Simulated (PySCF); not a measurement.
Run record for `C/C=C/CF`: PW91/def2-TZVPP, full TDDFT, 25 singlets.

Method: TDDFT PW91/def2-TZVPP, vertical, gas phase, core orbitals frozen in the response (PySCF 2.14.0, density-fitted response routines). Geometry: GFN2-xTB. The input is one job of a driver script: a line of settings, then coordinates in Å.

Command:
```bash
OMP_NUM_THREADS=1 python probes_run.py task.json out
```

Input:
```
{"job": {"kind": "uv", "xc": "PW91", "basis": "def2-TZVPP", "nstates": 25, "ntriplets": 2, "tda": false}, "charge": 0, "multiplicity": 1}
C     -1.947595    -0.166202    -0.043024
C     -0.514105     0.010277    -0.408609
C      0.488283    -0.018414     0.452649
C      1.929838     0.157425     0.093884
F      2.112541     0.351324    -1.252748
H     -2.064307    -0.320251     1.026890
H     -2.519476     0.712265    -0.339662
H     -2.364594    -1.023115    -0.570924
H     -0.310584     0.170061    -1.458938
H      0.321326    -0.176516     1.509632
H      2.513536    -0.731878     0.366086
H      2.356336     1.034337     0.598737
```

Output:
```
coarse grid: 9776 points
cycle   1  E = -256.3691697252  dE =  3.472e-01  |g| = 6.589e-01  |ddm| = 2.538e+00
cycle   2  E = -256.2049702385  dE =  1.642e-01  |g| = 1.131e+00  |ddm| = 2.070e+00
cycle   3  E = -256.4573145650  dE = -2.523e-01  |g| = 1.799e-01  |ddm| = 1.529e+00
cycle   4  E = -256.4629398259  dE = -5.625e-03  |g| = 7.937e-02  |ddm| = 1.642e-01
cycle   5  E = -256.4643179101  dE = -1.378e-03  |g| = 2.948e-02  |ddm| = 6.290e-02
cycle   6  E = -256.4645087518  dE = -1.908e-04  |g| = 7.495e-03  |ddm| = 2.545e-02
cycle   7  E = -256.4645219867  dE = -1.323e-05  |g| = 1.148e-03  |ddm| = 6.674e-03
cycle   8  E = -256.4645222405  dE = -2.538e-07  |g| = 4.028e-04  |ddm| = 1.252e-03
final grid: 94040 points
cycle   9  E = -256.4579687429  dE = -1.098e-04  |g| = 1.044e-02  |ddm| = 1.323e-01
cycle  10  E = -256.4579333185  dE =  3.542e-05  |g| = 1.655e-02  |ddm| = 1.872e-02
cycle  11  E = -256.4579920301  dE = -5.871e-05  |g| = 2.475e-03  |ddm| = 1.265e-02
cycle  12  E = -256.4579928856  dE = -8.555e-07  |g| = 6.183e-04  |ddm| = 2.921e-03
cycle  13  E = -256.4579929419  dE = -5.630e-08  |g| = 3.286e-04  |ddm| = 6.246e-04
cycle  14  E = -256.4579929700  dE = -2.806e-08  |g| = 6.005e-05  |ddm| = 2.571e-04
cycle  15  E = -256.4579929708  dE = -8.098e-10  |g| = 1.269e-05  |ddm| = 4.647e-05
converged SCF energy = -256.4579929708

Static polarisability (au): isotropic 52.111, principal 39.062 47.274 69.996

Singlet excitations
state   eV       nm        f      main configurations
  1   6.7721    183.1   0.00044   H->L+1 1.00
  2   7.0409    176.1   0.01962   H->L+2 0.95
  3   7.0444    176.0   0.37029   H->L 0.77, H-2->L 0.13
  4   7.4357    166.7   0.00044   H-1->L 0.96
  5   7.4665    166.1   0.00048   H->L+3 0.96
  6   7.9415    156.1   0.00221   H->L+4 0.99
  7   7.9474    156.0   0.06161   H-2->L 0.83, H->L 0.11
  8   8.1358    152.4   0.00007   H-3->L 0.99
  9   8.4031    147.5   0.03726   H->L+5 0.97
 10   8.5969    144.2   0.00538   H-1->L+1 0.59, H->L+6 0.39
 11   8.6624    143.1   0.01845   H->L+6 0.59, H-1->L+1 0.39
 12   8.7573    141.6   0.00215   H->L+7 0.98
 13   8.8697    139.8   0.12727   H-1->L+2 0.97
 14   8.8733    139.7   0.00944   H-2->L+1 0.97
 15   9.0451    137.1   0.00138   H-4->L 0.71, H->L+8 0.26
 16   9.1159    136.0   0.01718   H-2->L+2 0.78, H->L+8 0.12, H-4->L 0.09
 17   9.1536    135.4   0.00835   H->L+8 0.62, H-2->L+2 0.19, H-4->L 0.17
 18   9.2923    133.4   0.00337   H-1->L+3 0.67, H-3->L+1 0.29
 19   9.3558    132.5   0.04231   H-3->L+1 0.67, H-1->L+3 0.29
 20   9.5704    129.5   0.00021   H-2->L+3 0.96
 21   9.5734    129.5   0.00829   H-3->L+2 0.97
 22   9.8178    126.3   0.00064   H-6->L 0.92
 23   9.8304    126.1   0.00011   H-1->L+4 0.94
 24   9.9884    124.1   0.00202   H->L+9 0.91
 25   9.9938    124.1   0.01593   H-3->L+3 0.59, H-5->L 0.36

Triplet excitations (Tamm-Dancoff, eV): 4.5330 6.6488
```

The SCF starts on a coarse grid where the log names one; the energy can jump when the final grid takes over, and dE then counts from the start density on the new grid. H and L stand for HOMO and LUMO; the number after each pair is its weight.

Problem. Which computed singlet has the largest oscillator strength, and what do all of them sum to?

Solution. State 3 at 7.04 eV (176 nm), f = 0.370; the 25 states sum to 0.755.

Problem. Give S1 in cm⁻¹ and kJ/mol.

Solution. 6.7721 eV × 8065.54 = 54621 cm⁻¹; × 96.485 = 653.4 kJ/mol.

In short: SCF converged in 15 cycles with 253 basis and 610 fitting functions; HOMO -6.12 eV, LUMO -0.58 eV; lowest singlet 6.77 eV; lowest triplet 4.53 eV (Tamm–Dancoff); mean polarisability 52.1 au.

The run took 42 s on Arm Neoverse V1, one thread (shared host), and the process peaked at 0.70 GiB of memory.

Conformer computed: `[CH3:1]/[CH:2]=[CH:3]/[CH2:4][F:5]`: C2–C3–C4–F5 0°.

One conformer stands for the species.
